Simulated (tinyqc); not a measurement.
Orbital energy against energy difference: ionisation energy by orbital energies and by energy differences in the 6-31g* basis, for H2O, spin multiplicity 1. Computed by the program tinyqc with PySCF. Command: `OMP_NUM_THREADS=1 python tinyqc.py 115151 115152 out.jsonl`; one thread of a shared host (Intel(R) Xeon(R) Processor @ 2.60GHz), about 10 s.

Geometry (angstrom):
```
atom,x,y,z
O,0.0000,0.0000,0.0000
H,0.0000,0.6880,0.6010
H,0.0000,-0.7510,0.6570
```

CCSD(T) difference in the same basis = 12.0727 eV

IP-EOM-CCSD = 11.8955 eV

The cation is unrestricted; errors are against CCSD(T) in this basis, not against experiment.

First vertical ionisation energy (eV):
```
method,-e(HOMO),E(cation) - E,error of -e(HOMO),error of the difference
HF,13.6219,10.919106,1.5492,-1.1536
LDA,6.3282,12.754378,-5.7445,0.6817
PBE,6.2458,12.418868,-5.8269,0.3462
B3LYP,7.9822,12.464410,-4.0904,0.3917
PBE0,8.3479,12.344754,-3.7247,0.2721
CAM-B3LYP,9.8734,12.454825,-2.1992,0.3821
LC-wPBE,11.3247,12.495495,-0.7480,0.4228
```

Koopmans errs by +1.55 eV and Delta-HF by -1.15 eV: relaxation, 2.70 eV, lowers the value and the missing correlation difference works against it. The PBE level is off by -5.8 eV through the wrong tail of its potential, though its energy difference is off by +0.35 eV; exact exchange deepens the level, and among the orbital energies LC-wPBE comes closest; among the differences PBE0 does.
